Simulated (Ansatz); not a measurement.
Reading a saddle point

A first-order saddle point of CH9NSi, singlet, PBE0-D4/def2-TZVP, with one imaginary mode of 1370i cm⁻¹:

```xyz
12
angstrom
Si 0.4483 -0.2195 -0.3859
H 0.6620 -1.7017 0.3703
H -0.5799 -0.9394 -1.1908
H 1.5036 0.2517 0.5566
N 0.8309 0.9156 -1.6147
H -0.1071 -1.1309 0.8982
C -0.9645 -0.0673 1.1964
H 0.3708 0.9401 -2.5109
H 1.5523 1.6127 -1.5200
H -0.6111 0.0732 2.2194
H -1.8795 -0.6617 1.1655
H -1.2258 0.9272 0.8160
```

Ansatz 0.2.0; basis: def2-TZVPP and def2-QZVPP; cores frozen in the correlated methods. Extrapolation: Hartree–Fock as exp(−7.88 √X), correlation as X^−2.97.

(1) Which contacts change along the imaginary mode, and what lies on either side? (Judge from chemistry; the calculation decides.)

(2) Which side is lower, and how far does the saddle lie above each? (To be estimated.)

The T1 diagnostic stays at or below 0.012.

## Answers

(1) By the calculation: The step is SiNH₅ ([NH2][SiH3]) + CH₄ → CH₇NSi ([CH3][SiH2][NH2]) + H₂, with the molecules in contact on both sides. Shortening one way: Si1–C7, H2–H6; lengthening the same way: Si1–H2, H6–C7.
```
  pair  one side (Å)  saddle (Å)  other side (Å)
Si1–C7          3.84        2.13            1.87
 H2–H6          2.73        1.09            0.75
Si1–H2          1.49        1.68            3.39
 H6–C7          1.09        1.40            3.95
```

(2) Computed: The side with Si1–H2, H6–C7 short is lower by 5.81 kcal/mol; the saddle lies 72.86 kcal/mol above it and 67.04 kcal/mol above the other (CCSD(T) at an estimated basis limit (MP2 extrapolated from triple and quadruple zeta, plus CCSD(T) − MP2 in triple zeta); electronic energies).

Labels in which every atom is bracketed show which atoms are joined, not bond orders.

For scale, one of the runs: CCSD(T)/def2-TZVPP, 230 basis functions, launched by `ansatz run in.yaml --threads 4 --pin off --events-out ev --progress --plain --max-ram 9574MiB`. Hardware: 4 CPU threads of an Arm Neoverse V2, shared host. Wall time 44 s; peak host memory 3.9 GiB.
